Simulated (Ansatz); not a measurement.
Level of theory: frozen-core CCSD(T)/def2-TZVPP // B3LYP-D3(BJ)/def2-TZVP in Ansatz (a program for electronic structure).

Ansatz 0.2 input:
```yaml
crystal:
  periodic: [false, false, false]
  atoms:
    - { symbol: Si, position_ang: [-0.000698, 0.000134, 0.341223] }
    - { symbol: H, position_ang: [-0.593464, 1.280265, -0.115464] }
    - { symbol: H, position_ang: [1.405862, -0.126039, -0.110814] }
    - { symbol: H, position_ang: [-0.811701, -1.154359, -0.114944] }
basis:
  gaussian: { orbitals: def2-TZVPP }
correlation:
  method: ccsd_t
magnetization:
  spin_polarized: true
  initial_magnetization: 1
```

Output:

```
Functional definition: HF
467 factors; integrals over basis functions are off by at most 7.9e-4 eV
mean field evaluation 1: about -7907.8975 eV, gradient 7.3e0 eV
mean field evaluation 2: about -7907.8991 eV, gradient 7.3e0 eV
mean field evaluation 4: about -7908.6360 eV, gradient 6.7e-1 eV
mean field evaluation 8: about -7908.6458 eV, gradient 2.4e-3 eV
mean field evaluation 16: about -7908.6458 eV, gradient 9.7e-6 eV
mean field -7908.64578991 eV, -290.6373721066 hartree, gradient 9.7e-6 eV, S^2 0.754986; 0 other end points of the search recorded, 0 dependent functions left out
5 core orbitals not correlated
reference -7908.64578991 eV, -290.6373721066 hartree; 4, 3 occupied and 75, 76 virtual orbitals, 467 factors
second order -3.17736091 eV of doubles, -0.00000000 eV of singles
cycle   1  -3.68514318 eV  change   -5.1e-1 eV  update   5.4e-2
cycle   2  -3.88369385 eV  change   -2.0e-1 eV  update   2.1e-2
cycle   3  -3.89133990 eV  change   -7.6e-3 eV  update   5.9e-3
cycle   4  -3.89077616 eV  change    5.6e-4 eV  update   1.9e-3
cycle   5  -3.89037421 eV  change    4.0e-4 eV  update   7.7e-4
cycle   6  -3.89045525 eV  change   -8.1e-5 eV  update   2.6e-4
cycle   7  -3.89054422 eV  change   -8.9e-5 eV  update   7.8e-5
cycle   8  -3.89054515 eV  change   -9.3e-7 eV  update   2.2e-5
cycle   9  -3.89053851 eV  change    6.6e-6 eV  update   6.9e-6
perturbative correction -0.09569846 eV, -0.0035168535 hartree
Total energy: -7912.63202688 eV, -290.7838636134 hartree
```

Cost: very roughly 5 core-seconds.
